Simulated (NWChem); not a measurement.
# One shape, several levels: C4H6S (SMILES C=C(C)C=S)

We compute a comparison of 3 runs (HF/def2-SVP, BLYP/def2-SVP, PBE0/def2-SVP) of C4H6S. 

Program for the calculation: NWChem 7.3.0.

## (1) The structure to begin with

C4H6S has 11 atoms, charge 0, and is taken as a singlet. As SMILES, `C=C(C)C=S`. Geometry: relaxed at PBE0-D4/def2-TZVP. This is one conformer, not always the lowest.

Bond lengths: C1–C2 1.341 Å, C2–C3 1.491 Å, C2–C4 1.453 Å, C4–S5 1.618 Å, C1–H6 1.084 Å, C1–H7 1.085 Å, C3–H8 1.090 Å, C3–H9 1.093 Å, C3–H10 1.092 Å, C4–H11 1.092 Å. Some angles: C1–C2–C3 123.2°, C1–C2–C4 117.4°, C3–C2–C4 119.5°, C2–C4–S5 126.2°, C2–C1–H6 121.8°, C2–C1–H7 121.0°, C2–C3–H8 111.1°, C2–C3–H9 110.5°, C2–C3–H10 110.5°, C2–C4–H11 114.3°.

## (2) Energy and gradient at HF/def2-SVP (run 1)

The input, c4h6s.nw:

```
start c4h6s
memory total 2200 mb

geometry units angstrom noautosym nocenter noautoz
   C        0.687200       1.249900       0.455900
   C        0.143000       0.107800       0.012500
   C       -1.253900      -0.306900       0.329400
   C        0.973100      -0.751000      -0.814500
   S        0.536300      -2.168700      -1.459600
   H        0.132500       1.943300       1.077700
   H        1.707800       1.516600       0.203500
   H       -1.750100       0.434500       0.955800
   H       -1.830000      -0.445000      -0.588600
   H       -1.260300      -1.272000       0.841300
   H        1.979600      -0.365400      -0.992900
end

basis "ao basis" spherical bse
   * library def2-SVP
end

scf
   thresh 1e-08
   maxiter 80
   print medium
end

task scf gradient
```

The run is started by

```
$ nwchem c4h6s.nw > c4h6s.out
```

What it wrote:

```text
[...]
  functions       =   104
[...]
  wavefunction    = RHF
[...]
         Total SCF energy =   -552.217269546482
      One-electron energy =  -1152.967706903864
      Two-electron energy =    401.506402029104
 Nuclear repulsion energy =    199.244035328278
        Time for solution =     19.5s
[...]
                         RHF ENERGY GRADIENTS
    atom               coordinates                        gradient
                 x          y          z           x          y          z
   1 C       1.298620   2.361969   0.861526    0.002261   0.005959   0.002549
   2 C       0.270231   0.203712   0.023622   -0.004088  -0.016760  -0.008097
   3 C      -2.369527  -0.579957   0.622476    0.008625   0.003861  -0.001116
   4 C       1.838892  -1.419184  -1.539182   -0.006717   0.011530   0.009358
   5 S       1.013460  -4.098249  -2.758244   -0.003507  -0.004738  -0.001342
   6 H       0.250389   3.672305   2.036558   -0.001019   0.000562   0.000729
   7 H       3.227274   2.865958   0.384559    0.001581  -0.000613  -0.000980
   8 H      -3.307209   0.821086   1.806200   -0.000148   0.000863   0.000550
   9 H      -3.458199  -0.840928  -1.112293   -0.000104  -0.001054  -0.001475
  10 H      -2.381622  -2.403731   1.589826    0.000366  -0.001716  -0.000291
  11 H       3.740902  -0.690506  -1.876309    0.002749   0.002108   0.000115
[...]
```

It took 24 s on 1 thread of Intel Xeon Platinum 8488C (Sapphire Rapids), shared host; peak memory 0.099 GiB.

## (3) Energy and gradient at BLYP/def2-SVP (run 2)

The input, c4h6s.nw:

```
start c4h6s
memory 2200 mb

geometry noautosym nocenter noautoz
  C      0.687200     1.249900     0.455900
  C      0.143000     0.107800     0.012500
  C     -1.253900    -0.306900     0.329400
  C      0.973100    -0.751000    -0.814500
  S      0.536300    -2.168700    -1.459600
  H      0.132500     1.943300     1.077700
  H      1.707800     1.516600     0.203500
  H     -1.750100     0.434500     0.955800
  H     -1.830000    -0.445000    -0.588600
  H     -1.260300    -1.272000     0.841300
  H      1.979600    -0.365400    -0.992900
end

basis spherical bse
  * library def2-SVP
end

dft
  xc becke88 lyp
  grid fine
  convergence energy 1e-08
  iterations 100
  mulliken
  noprint "final vectors analysis"
end

task dft gradient
```

The run is started by

```
$ nwchem c4h6s.nw > c4h6s.out
```

What it wrote:

```text
[...]
          Wavefunction type:  closed shell.
          No. of atoms     :    11
          No. of electrons :    46
[...]
          Charge           :     0
          Spin multiplicity:     1
[...]
          AO basis - number of functions:   104
[...]
              XC Information
              --------------
                    Becke 1988 Exchange Functional  1.000
              Lee-Yang-Parr Correlation Functional  1.000
[...]
 d= 0,ls=0.0,diis     1   -553.7899898301 -7.53D+02  1.70D-02  6.02D-01     3.0
[...]
 d= 0,ls=0.0,diis    12   -553.8637263178 -6.79D-09  8.16D-07  6.20D-09    29.2
         Total DFT energy =     -553.863726317789
      One electron energy =    -1153.825183464712
           Coulomb energy =      450.208009943553
    Exchange-Corr. energy =      -49.490588124908
 Nuclear repulsion energy =      199.244035328278
[...]
      Total Density - Mulliken Population Analysis
     ---------------------------------------------
    Atom       Charge   Shell Charges
 -----------   ------   -------------------------------------------------------
    1 C    6     5.98   1.98  0.92  0.22  2.08  0.74  0.02
    2 C    6     6.07   1.99  0.95  0.19  2.11  0.79  0.04
    3 C    6     5.82   1.98  0.92 -0.06  2.17  0.78  0.03
    4 C    6     6.03   1.99  0.98  0.23  2.05  0.75  0.04
    5 S   16    16.11   2.00  1.98  1.27  0.67  5.92  1.83  2.37  0.06
    6 H    1     1.00   0.75  0.22  0.02
    7 H    1     1.00   0.75  0.22  0.02
    8 H    1     1.02   0.75  0.24  0.02
    9 H    1     0.99   0.74  0.23  0.02
   10 H    1     0.99   0.74  0.23  0.02
[...]
  wavefunction    = closed shell
[...]
```

It took 35 s on 1 thread of Intel Xeon Platinum 8488C (Sapphire Rapids), shared host; peak memory 0.12 GiB.

## (4) Energy and forces at PBE0/def2-SVP (run 3)

The input, struct.nw:

```
START struct
TITLE "C4H6S"
memory stack 880 mb heap 220 mb global 1100 mb

GEOMETRY noautosym nocenter noautoz
  C      0.687200     1.249900     0.455900
  C      0.143000     0.107800     0.012500
  C     -1.253900    -0.306900     0.329400
  C      0.973100    -0.751000    -0.814500
  S      0.536300    -2.168700    -1.459600
  H      0.132500     1.943300     1.077700
  H      1.707800     1.516600     0.203500
  H     -1.750100     0.434500     0.955800
  H     -1.830000    -0.445000    -0.588600
  H     -1.260300    -1.272000     0.841300
  H      1.979600    -0.365400    -0.992900
END

BASIS spherical bse
  * library def2-SVP
END

DFT
  xc pbe0
  grid fine
  convergence energy 1e-08
  iterations 100
  mulliken
  print medium
END

TASK dft gradient
```

The run is started by

```
$ nwchem struct.nw > struct.out
```

What it wrote:

```text
[...]
          Wavefunction type:  closed shell.
          No. of atoms     :    11
          No. of electrons :    46
[...]
          Charge           :     0
          Spin multiplicity:     1
[...]
          AO basis - number of functions:   104
[...]
              XC Information
              --------------
                         PBE0 Method XC Functional
                     Hartree-Fock (Exact) Exchange  0.250
          PerdewBurkeErnzerhof Exchange Functional  0.750
            Perdew 1991 LDA Correlation Functional  1.000 local
           PerdewBurkeErnz. Correlation Functional  1.000 non-local
[...]
 d= 0,ls=0.0,diis     1   -553.5620800943 -7.53D+02  1.22D-02  4.23D-01     3.0
[...]
 d= 0,ls=0.0,diis    11   -553.6203765210 -5.44D-10  4.18D-07  1.27D-09    26.1
         Total DFT energy =     -553.620376520965
      One electron energy =    -1153.679532485470
           Coulomb energy =      450.047665245754
    Exchange-Corr. energy =      -49.232544609528
 Nuclear repulsion energy =      199.244035328278
[...]
      Total Density - Mulliken Population Analysis
     ---------------------------------------------
    Atom       Charge   Shell Charges
 -----------   ------   -------------------------------------------------------
    1 C    6     6.03   1.99  0.91  0.25  2.04  0.82  0.03
    2 C    6     6.18   1.99  0.93  0.19  2.07  0.95  0.05
    3 C    6     5.95   1.99  0.89  0.06  2.14  0.85  0.03
    4 C    6     6.05   1.99  0.96  0.24  2.00  0.83  0.04
    5 S   16    16.12   2.00  1.99  1.24  0.70  5.93  1.80  2.41  0.06
    6 H    1     0.95   0.74  0.18  0.02
    7 H    1     0.95   0.74  0.18  0.02
    8 H    1     0.97   0.74  0.20  0.02
    9 H    1     0.94   0.73  0.18  0.02
   10 H    1     0.94   0.73  0.18  0.02
[...]
  wavefunction    = closed shell
[...]
```

Wall time 32 s (1 thread of Intel Xeon Platinum 8488C (Sapphire Rapids), shared host); peak memory 0.12 GiB.

## (5) Overview of the runs

```
run          level  iteration cap  module  energy (Eh)  dipole moment (D)  HOMO energy (eV)  LUMO energy (eV)  wall time
  1    HF/def2-SVP             80     scf  -552.217270               2.97             -9.20              1.16       24 s
  2  BLYP/def2-SVP            100     dft  -553.863726               2.38                 –                 –       35 s
  3  PBE0/def2-SVP            100     dft  -553.620377               2.61             -6.31             -2.46       32 s
```

## (6) Outcome

```
                       quantity          value
            run 3: total energy  -553.62038 Eh
           run 3: dipole moment         2.61 D
             run 3: HOMO energy       -6.31 eV
             run 3: LUMO energy       -2.46 eV
           run 3: HOMO–LUMO gap        3.85 eV
run 3: largest force on an atom     0.355 eV/Å
```

In words: The dipole moment (its size) runs from 2.38 D (BLYP/def2-SVP) to 2.97 D (HF/def2-SVP). Totals of different functionals can't be ranked against each other. All runs together took 91 s, the longest 35 s.
